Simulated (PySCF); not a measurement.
## AlH: energy against distance

Set-up: basis Al def2-TZVPP, H def2-TZVPP; no relativity; PySCF 2.14. Energies in eV from Al + H in their ground configurations at the same level. All curves are PBE0. state 1: ¹Σ⁺ (singlet), closed shell; state 2: ³Π (triplet), unpaired electrons σ ↑, π ↑, a second solution, started from another occupation.

| R (Å) | state 1 | state 2 |
| --- | --- | --- |
| 1.432 | -2.633 | -1.114 |
| 1.498 | -2.827 | -1.257 |
| 1.565 | -2.940 | -1.321 |
| 1.615 | -2.982 | -1.329 |
| 1.665 | -2.994 | -1.311 |
| 1.715 | -2.982 | -1.271 |
| 1.782 | -2.937 | -1.194 |
| 1.865 | -2.843 | -1.072 |
| 1.965 | -2.692 | -0.907 |
| 2.098 | -2.451 | -0.687 |

**Question.** Put a parabola through the three lowest points of the state 1 curve and estimate Re, k and ωe (reduced mass 0.9715 u; 1 eV/Å² = 0.16022 mdyn/Å; ωe = 1302.8·√(k/μ) cm⁻¹).

**Answer.** Through R = 1.615, 1.665, 1.715 Å the second-order coefficient is 4.80 eV/Å², so Re ≈ 1.665 Å, k ≈ 1.54 mdyn/Å and ωe ≈ 1639 cm⁻¹. A polynomial fit of higher order to the unrounded PBE0 energies gives Re = 1.664 Å, k = 1.55 mdyn/Å, ωe = 1644 cm⁻¹; anharmonicity and rounding make the difference.

The higher-order fit for each curve: state 1: Re = 1.664 Å, ωe = 1644 cm⁻¹, De = 2.99 eV; state 2: Re = 1.604 Å, ωe = 1774 cm⁻¹, minimum 1.33 eV below the ground-state fragments.
